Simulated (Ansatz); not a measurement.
# NO2F (nitryl fluoride) at 6 levels

Aim: a comparison of 6 runs (B3LYP/STO-3G, CAM-B3LYP/STO-3G, PBE0/STO-3G, UPBE0/STO-3G, BCCD(T)/STO-3G, UCCSD(T)/STO-3G) of NO2F (nitryl fluoride). 

The results are computed with Ansatz 0.2.0.

69 further runs of the same task are left out: 10 that didn't finish, 59 set aside as unsound or not needed.

### 1 The system as given

The species is NO2F (4 atoms), meant as a singlet with charge 0. SMILES: `O=[N+]([O-])F`. The N2–O1 distance was set to 1.755 Å, away from the relaxed value.

Bond lengths: N2–O3 1.170 Å, N2–F4 1.442 Å. Angles: O3–N2–F4 112.2°. A long bond or contact: O1–N2 1.755 Å.

### 2 The energy at B3LYP/STO-3G (run 1)

File run.yaml:

```yaml
crystal:
  periodic: [false, false, false]
  atoms:
    - {symbol: O, position_ang: [0.242574, 0.740791, 1.635797]}
    - {symbol: N, position_ang: [0.079720, -0.071800, 0.089140]}
    - {symbol: O, position_ang: [0.476580, -1.068680, -0.376880]}
    - {symbol: F, position_ang: [-0.744590, 0.670550, -0.832510]}
basis:
  gaussian:
    orbitals: STO-3G
hamiltonian:
  xc: {name: B3LYP}
accuracy: high
```

Launch:

```
$ ansatz run run.yaml --threads 1 --pin off --max-ram 3480MiB --events-out events.jsonl --progress --plain --runs-dir runs
```

Output:

```text
Warning: RAYON_NUM_THREADS=1 ignored (pool sized by the plan → 1); use --threads N
Functional definition: B3LYP
  name "B3LYP"
  parameter a0 = 0.2
  parameter ax = 0.72
  parameter ac = 0.81
  exchange = (1 - a0 - ax)*slater_x + ax*b88_x + a0*exact_x
  correlation = (1 - ac)*vwn_rpa_c + ac*lyp_c
365 factors; integrals over basis functions are off by at most 3.2e-8 eV
mean field evaluation 1: about -8167.0511 eV, gradient 5.2e1 eV
mean field evaluation 2: about -7989.8691 eV, gradient 9.4e1 eV
mean field evaluation 4: about -8145.1570 eV, gradient 6.6e1 eV
mean field evaluation 8: about -8177.3175 eV, gradient 3.0e-1 eV
mean field evaluation 16: about -8177.3183 eV, gradient 2.6e-8 eV
mean field -8177.31825072 eV, -300.5109029285 hartree, gradient 2.6e-8 eV, S^2 0.000000; 0 other end points of the search recorded, 0 dependent functions left out
reference -8177.31826738 eV, -300.5109035409 hartree; 16, 16 occupied and 4, 4 virtual orbitals, 365 factors
Total energy: -8177.31826738 eV, -300.5109035409 hartree
```

Wall time 1.3 s (1 thread of Arm Neoverse V1, shared host); peak memory 0.09 GiB.

### 3 The energy at CAM-B3LYP/STO-3G (run 2)

File molecule.yaml:

```yaml
crystal:
  periodic: [false, false, false]
  atoms:
    - {symbol: O, position_ang: [0.242574, 0.740791, 1.635797]}
    - {symbol: "N", position_ang: [0.079720, -0.071800, 0.089140]}
    - {symbol: O, position_ang: [0.476580, -1.068680, -0.376880]}
    - {symbol: F, position_ang: [-0.744590, 0.670550, -0.832510]}
basis:
  gaussian:
    orbitals: STO-3G
hamiltonian:
  xc: {name: CAM-B3LYP}
accuracy: high
```

Launch:

```
$ ansatz run molecule.yaml --threads 1 --pin off --max-ram 3480MiB --events-out events.jsonl --progress --plain --runs-dir runs
```

Output:

```text
Warning: RAYON_NUM_THREADS=1 ignored (pool sized by the plan → 1); use --threads N
Functional definition: CAM-B3LYP
  name "CAM-B3LYP"
  parameter alpha = 0.19
  parameter beta = 0.46
  parameter omega = 0.33/bohr
[... 1 set-up line as earlier in the session ...]
  exchange = (1 - alpha - beta)*b88_x + beta*b88_x_sr(omega) + alpha*exact_x + beta*exact_x_lr(omega)
  correlation = (1 - ac)*vwn5_c + ac*lyp_c
365 factors; integrals over basis functions are off by at most 3.2e-8 eV
159 factors; integrals over basis functions are off by at most 7.5e-10 eV
mean field evaluation 1: about -8162.3370 eV, gradient 5.7e1 eV
mean field evaluation 2: about -7998.3226 eV, gradient 1.2e2 eV
mean field evaluation 4: about -8158.1329 eV, gradient 5.6e1 eV
mean field evaluation 8: about -8173.9458 eV, gradient 3.0e-1 eV
mean field evaluation 16: about -8173.9465 eV, gradient 1.2e-8 eV
mean field -8173.94653658 eV, -300.3869947194 hartree, gradient 1.2e-8 eV, S^2 0.000000; 0 other end points of the search recorded, 0 dependent functions left out
reference -8173.94654468 eV, -300.3869950171 hartree; 16, 16 occupied and 4, 4 virtual orbitals, 365 factors
Total energy: -8173.94654468 eV, -300.3869950171 hartree
```

It took 1.5 s on 1 thread of Arm Neoverse V1, shared host; peak memory 0.092 GiB.

### 4 A single-point energy at PBE0/STO-3G (run 3)

File job.yaml:

```yaml
crystal:
  periodic: [false, false, false]
  atoms:
    - {symbol: O, position_ang: [0.242574, 0.740791, 1.635797]}
    - {symbol: N, position_ang: [0.079720, -0.071800, 0.089140]}
    - {symbol: O, position_ang: [0.476580, -1.068680, -0.376880]}
    - {symbol: F, position_ang: [-0.744590, 0.670550, -0.832510]}
basis:
  gaussian: {orbitals: STO-3G}
hamiltonian: {xc: {name: PBE0}}
accuracy: high
```

Launch:

```
$ ansatz run job.yaml --threads 1 --pin off --max-ram 3480MiB --events-out events.jsonl --progress --plain --runs-dir runs
```

Output:

```text
Warning: RAYON_NUM_THREADS=1 ignored (pool sized by the plan → 1); use --threads N
Functional definition: PBE0
  name "PBE0"
  parameter a = 0.25
  parameter kappa = 0.804
  parameter beta = 0.06672455060314922
  exchange = (1 - a)*pbe_x(kappa = kappa, mu = beta*pi^2/3) + a*exact_x
  correlation = pbe_c(beta = beta)
365 factors; integrals over basis functions are off by at most 3.2e-8 eV
mean field evaluation 1: about -8160.2823 eV, gradient 5.2e1 eV
mean field evaluation 2: about -7985.7618 eV, gradient 9.8e1 eV
mean field evaluation 4: about -8142.1294 eV, gradient 6.6e1 eV
mean field evaluation 8: about -8170.5667 eV, gradient 3.2e-1 eV
mean field evaluation 16: about -8170.5676 eV, gradient 2.4e-8 eV
mean field -8170.56756414 eV, -300.2628197725 hartree, gradient 2.4e-8 eV, S^2 0.000000; 0 other end points of the search recorded, 0 dependent functions left out
reference -8170.56756472 eV, -300.2628197939 hartree; 16, 16 occupied and 4, 4 virtual orbitals, 365 factors
Total energy: -8170.56756472 eV, -300.2628197939 hartree
```

Wall time 1.3 s (1 thread of Arm Neoverse V1, shared host); peak memory 0.09 GiB.

Runs 4 to 5 aren't shown in full; the table further down has their settings and results.

### 5 The energy at UCCSD(T)/STO-3G (run 6)

File input.yaml:

```yaml
crystal:
  periodic: [false, false, false]
  atoms:
    - symbol: O
      position_ang: [0.242574, 0.740791, 1.635797]
    - symbol: N
      position_ang: [0.079720, -0.071800, 0.089140]
    - symbol: O
      position_ang: [0.476580, -1.068680, -0.376880]
    - symbol: F
      position_ang: [-0.744590, 0.670550, -0.832510]
basis:
  gaussian:
    orbitals: STO-3G
magnetization:
  spin_polarized: true
correlation:
  method: ccsd_t
  frozen_orbitals: {F: 1, "N": 1, O: 1}
accuracy: high
scf:
  omitted_lower_state_checks: [cluster_reference, increment]
```

Launch:

```
$ ansatz run input.yaml --threads 1 --pin off --max-ram 3480MiB --events-out events.jsonl --progress --plain --runs-dir runs
```

Output:

```text
Warning: RAYON_NUM_THREADS=1 ignored (pool sized by the plan → 1); use --threads N
[... 17 lines left out ...]
4 core orbitals not correlated: weight in the atoms' cores, before any rotation towards them, 1.000 or more for the frozen orbitals, at most 0.000 for the correlated occupied ones
[... 58 lines left out ...]
Total energy: -8148.00970860 eV, -299.4338338717 hartree
Checks for a lower state left out: cluster_reference, increment
```

Run time: 2 s. Hardware: 1 thread of Arm Neoverse V1, shared host.

### 6 The series

```tsv
run	level	frozen core orbitals	energy (Eh)	wall time
1	B3LYP/STO-3G	–	-300.510904	1.3 s
2	CAM-B3LYP/STO-3G	–	-300.386995	1.5 s
3	PBE0/STO-3G	–	-300.262820	1.3 s
4	UPBE0/STO-3G	–	-300.269445	7.5 s
5	BCCD(T)/STO-3G	4	-299.439025	0.38 s
6	UCCSD(T)/STO-3G	4	-299.433834	2 s
```

### 7 Outcome

| quantity | value |
| --- | --- |
| run 6: total energy | -299.43383 Eh |
| run 6: correlation energy (4 core orbitals frozen) | -172.9 mEh |
| run 6: (T) correction | -12.03 mEh |
| run 6: ⟨S²⟩ of the reference determinant | 1.683 |
| run 6: T1 diagnostic | 0.054 |

What this shows: Totals of different functionals can't be ranked against each other. In run 5 the log says that unrestricted orbitals would lower the reference, so the values rest on an unstable closed-shell determinant (other closed-shell runs at this shape may share the fault). In runs 1, 2, 3, 4, 5, 6 the basis is minimal, so the values are rough. Spin contamination of the reference: run 6 ⟨S²⟩ = 1.68, run 4 ⟨S²⟩ = 0.56. Where it is this large, the reference is a mixture of spin states, and values that rest on it are in doubt. All runs together took 14 s, the longest 7.5 s.
